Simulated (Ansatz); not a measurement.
Process, species as SMILES: CB(C)O [dimethylborinic acid] + 3 [H][H] (H2) -> B (BH3) + 2 C (CH4) + O (H2O)

Wanted: energy of full hydrogenation (electronic), in kcal/mol. Conventions: no spin-orbit coupling; frozen cores in correlated levels; no dispersion term unless named; non-relativistic. CBS(X,Y): correlation extrapolated as X^-3; Hartree-Fock from the larger set. First-principles rows: single points at B3LYP-D3(BJ) geometries (Ansatz, a first-principles code).

```json
[
 {"species": "CB(C)O", "coefficient": "-1", "E at B3LYP/STO-3G (Ansatz), Eh": "-178.26685", "E at PBE/def2-TZVPD (Ansatz), Eh": "-180.39942"},
 {"species": "[H][H] (H2)", "coefficient": "-3", "E at B3LYP/STO-3G (Ansatz), Eh": "-1.16533", "E at PBE/def2-TZVPD (Ansatz), Eh": "-1.16589"},
 {"species": "B (BH3)", "coefficient": "+1", "E at B3LYP/STO-3G (Ansatz), Eh": "-26.29321", "E at PBE/def2-TZVPD (Ansatz), Eh": "-26.55229"},
 {"species": "C (CH4)", "coefficient": "+2", "E at B3LYP/STO-3G (Ansatz), Eh": "-40.03875", "E at PBE/def2-TZVPD (Ansatz), Eh": "-40.46301"},
 {"species": "O (H2O)", "coefficient": "+1", "E at B3LYP/STO-3G (Ansatz), Eh": "-75.31342", "E at PBE/def2-TZVPD (Ansatz), Eh": "-76.38111"}
]
```

Coupled cluster (Ansatz) is a level with limits of its own, used here on species with T1 under 0.025 (0.045 for open shells) and stable references: CCSD(T)/CBS(cc-pVTZ,cc-pVQZ). Value to compare with, CCSD(T)/CBS(cc-pVTZ,cc-pVQZ) (Ansatz): 22.4 kcal/mol. 1 Eh = 627.5095 kcal/mol.

Q: Compute it at each level from the table, and compare with CCSD(T)/CBS(cc-pVTZ,cc-pVQZ) (Ansatz).

A: 
- B3LYP/STO-3G: the sum of coefficient times E is 0.07871 Eh, or 49.39 kcal/mol. Result: 49.4 kcal/mol. Its difference against CCSD(T)/CBS(cc-pVTZ,cc-pVQZ) (Ansatz) is 27.0 kcal/mol.
- PBE/def2-TZVPD: the sum of coefficient times E is 0.03767 Eh, or 23.64 kcal/mol. Result: 23.6 kcal/mol. Its difference against CCSD(T)/CBS(cc-pVTZ,cc-pVQZ) (Ansatz) is 1.2 kcal/mol.
